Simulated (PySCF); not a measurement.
The dipole of `[B]Cl` [singlet] from its density and from atomic charges.

Coordinates (PBE0-D3(BJ)/def2-TZVP, Å) and charges (e) from the PBE0/pcSseg-2 density (PySCF):

| atom | x | y | z | Mulliken | IAO | Hirshfeld | ESP-fitted |
| --- | --- | --- | --- | --- | --- | --- | --- |
| B1 | 0.866 | -0.039 | 0.005 | +0.0318 | -0.0556 | -0.0043 | -0.1757 |
| Cl2 | -0.852 | 0.012 | -0.016 | -0.0318 | +0.0556 | +0.0043 | +0.1757 |

Problem. Compute μ = Σ q r for each scheme (1 e·Å = 4.803 D) and compare with the dipole of the full density.

Solution. The full density gives (-1.56, 0.05, -0.02) D, 1.56 D in size; dipole vectors point from the negative to the positive end.

| scheme | μx | μy | μz | size (D) | share of the full size (%) | angle to the full dipole (°) |
| --- | --- | --- | --- | --- | --- | --- |
| Mulliken | 0.26 | -0.01 | 0.00 | 0.26 | 17 | 180 |
| IAO | -0.46 | 0.01 | -0.01 | 0.46 | 29 | 0 |
| Hirshfeld | -0.04 | 0.00 | 0.00 | 0.04 | 2 | – |
| ESP-fitted | -1.45 | 0.04 | -0.02 | 1.45 | 93 | 0 |

Problem. Which set comes closest?

Solution. Length of the difference vector: ESP-fitted 0.11 D, IAO 1.10 D, Hirshfeld 1.53 D, Mulliken 1.82 D. Closest: ESP-fitted. The schemes that divide the density aren't constrained to reproduce the dipole.

Problem. What is left for the Hirshfeld atoms' own dipoles?

Solution. The Hirshfeld atoms' densities add up to the full density, so μ = Σ q r + Σ (atomic dipoles). The atomic dipoles sum to (-1.56, 0.05, -0.02) − (-0.04, 0.00, 0.00) = (-1.52, 0.05, -0.02) D, 1.53 D in size.

Problem. Give the size of the full dipole in other units.

Solution. 1.56 D = 0.614 au = 0.325 e·Å = 5.21 × 10⁻³⁰ C·m.

Geometry: PBE0-D3(BJ)/def2-TZVP; no solvent, vibrations or thermal averaging.

The run behind these numbers computed NMR shieldings as well. The run took 3.6 s wall on Arm Neoverse N1, one thread (shared host), and the process peaked at 0.32 GiB of memory.
